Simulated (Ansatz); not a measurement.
Consider the atomization: `C=COC(=C)N` → 4 C• + 7 H• + N• + O•.

Calculated with Ansatz (gas phase, PBE0-D4/def2-TZVP geometries, no zero-point term in ΔE). CCSD(T)/CBS adds triple-zeta CCSD(T) − MP2 to the extrapolated MP2 energy (def2 sets, frozen cores). This one scheme is used for every species, atoms too. Functionals use def2-TZVPP. B3LYP here is the variant with VWN-RPA as its local correlation; programs differ in this. Open shells (•) are unrestricted, without spin–orbit coupling. Spin–orbit coupling would lower the free atoms: a little for C, O. One conformer a species, not always the lowest.

```json
{"level": "PBE0-D4", "ΔE (kJ/mol)": "5400.6", "difference from CCSD(T)/CBS": "63.0"}
{"level": "B3LYP", "ΔE (kJ/mol)": "5332.6", "difference from CCSD(T)/CBS": "-5.0"}
{"level": "HF/def2-TZVPP", "ΔE (kJ/mol)": "3763.2", "difference from CCSD(T)/CBS": "-1574.4"}
{"level": "MP2/def2-TZVPP", "ΔE (kJ/mol)": "5302.3", "difference from CCSD(T)/CBS": "-35.3"}
{"level": "SCS-MP2/def2-TZVPP", "ΔE (kJ/mol)": "5266.0", "difference from CCSD(T)/CBS": "-71.6"}
{"level": "CCSD/def2-TZVPP", "ΔE (kJ/mol)": "5097.0", "difference from CCSD(T)/CBS": "-240.6"}
{"level": "CCSD(T)/def2-TZVPP", "ΔE (kJ/mol)": "5193.5", "difference from CCSD(T)/CBS": "-144.1"}
{"level": "MP2/def2-QZVPP", "ΔE (kJ/mol)": "5387.3", "difference from CCSD(T)/CBS": "49.7"}
{"level": "SCS-MP2/def2-QZVPP", "ΔE (kJ/mol)": "5362.2", "difference from CCSD(T)/CBS": "24.6"}
{"level": "HF/CBS(def2)", "ΔE (kJ/mol)": "3770.9", "difference from CCSD(T)/CBS": "-1566.7"}
{"level": "CCSD(T)/CBS", "ΔE (kJ/mol)": "5337.6", "difference from CCSD(T)/CBS": "0"}
```

Largest T1 diagnostic among the species: 0.013.

In def2-TZVPP, CCSD(T) changes the Hartree–Fock value by +1430.3 kJ/mol (the triples alone add +96.5 kJ/mol) and MP2 by +1539.1 kJ/mol; breaking electron pairs costs correlation energy, which Hartree–Fock lacks. From PBE to PBE0 (25 % exact exchange), in def2-TZVPP and without D4, ΔE moves by −136.1 kJ/mol: exact exchange takes away binding that semilocal exchange gives to molecules. The D4 term adds +38.0 kJ/mol with B3LYP and +20.1 kJ/mol with PBE0; it sums over pairs of atoms, weighted by their polarisabilities, and B3LYP, whose exchange is more repulsive, gets the larger term.

For atomizations the MP2-based limit and the directly extrapolated one differ by several kJ/mol either way, and by 10 to 25 for some Ge, Se and Sn compounds, so smaller differences from it don't rank the levels.
